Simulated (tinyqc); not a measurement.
Inside a calculation. Method: Hueckel theory of the pi electrons, for the molecule C=C(Cl)C=O (SMILES; centres numbered as the heavy atoms are written). Computed by tinyqc, a small Python program that keeps every step. Settings: charge = 0. Command: `OMP_NUM_THREADS=1 python tinyqc.py 27302 27303 out.jsonl` (the two numbers bound the seeds that draw the settings). One thread of a shared host (Intel(R) Xeon(R) Processor @ 2.60GHz), about 0.01 s of CPU time with the checks.

## The Hueckel matrix

Centres:
```
centre  z_r, pi electrons of the neutral centre         h
1C                                            1  0.000000
2C                                            1  0.000000
3Cl                                           2  2.000000
4C                                            1  0.000000
5O                                            1  1.000000
```

Bonds:
```
i  j         k
1  2         1
2  3  0.400000
2  4         1
4  5         1
```

H_rr = alpha + h_r beta, H_rs = k_rs beta for bonded centres.

Hueckel matrix in units of beta (H = alpha + beta A), order 1C, 2C, 3Cl, 4C, 5O:
$$\begin{pmatrix}
0.000000 & 1.000000 & 0.000000 & 0.000000 & 0.000000 \\
1.000000 & 0.000000 & 0.400000 & 1.000000 & 0.000000 \\
0.000000 & 0.400000 & 2.000000 & 0.000000 & 0.000000 \\
0.000000 & 1.000000 & 0.000000 & 0.000000 & 1.000000 \\
0.000000 & 0.000000 & 0.000000 & 1.000000 & 1.000000
\end{pmatrix}$$

## Orbitals

pi electrons, sum of z_r less the charge = 6

Diagonalise; E = alpha + x beta with beta < 0, so the largest x are filled first; degenerate levels share their electrons. P = sum n_i c_ri c_si; each orbital has its largest coefficient positive (the first on a tie).

x values: [2.169009, 1.784161, 0.949363, -0.350826, -1.551708]

occupations: [2.000000, 2.000000, 2.000000, 0.000000, 0.000000]

coefficients, order 1C, 2C, 3Cl, 4C, 5O:
$$\begin{pmatrix}
0.164893 & 0.145256 & 0.591877 & 0.647827 & -0.426277 \\
0.357654 & 0.259161 & 0.561907 & -0.227275 & 0.661458 \\
0.846472 & -0.480286 & -0.213930 & 0.038671 & -0.074495 \\
0.272273 & 0.509243 & 0.027148 & -0.583562 & -0.570314 \\
0.232910 & 0.649410 & -0.536133 & 0.432003 & 0.223503
\end{pmatrix}$$

charge and bond-order matrix P, order 1C, 2C, 3Cl, 4C, 5O:
$$\begin{pmatrix}
0.797216 & 0.858398 & -0.113616 & 0.269870 & -0.369178 \\
0.858398 & 1.021639 & 0.116128 & 0.489220 & -0.099309 \\
-0.113616 & 0.116128 & 1.985910 & -0.039836 & -0.000113 \\
0.269870 & 0.489220 & -0.039836 & 0.668396 & 0.759135 \\
-0.369178 & -0.099309 & -0.000113 & 0.759135 & 1.526839
\end{pmatrix}$$

## Energy, charges, bond orders

E = sum n x; q_r = z_r - P_rr; bond order p = P_rs; free valence = sqrt(3) - sum of p over the bonds of the atom.

pi energy = 6 alpha + this times beta = 9.805068

pi charges: 1C 0.202784, 2C -0.021639, 3Cl 0.014090, 4C 0.331604, 5O -0.526839

Bond orders and lengths from R = 1.517 - 0.180 p (angstrom, C-C alone):
```
bond         p         R
1-2   0.858398  1.362488
2-3   0.116128         -
2-4   0.489220  1.428940
4-5   0.759135         -
```

free valence of the carbons: 1C 0.873652, 2C 0.268304, 4C 0.483696

gap between the highest filled and the next level = 1.300189 |beta|
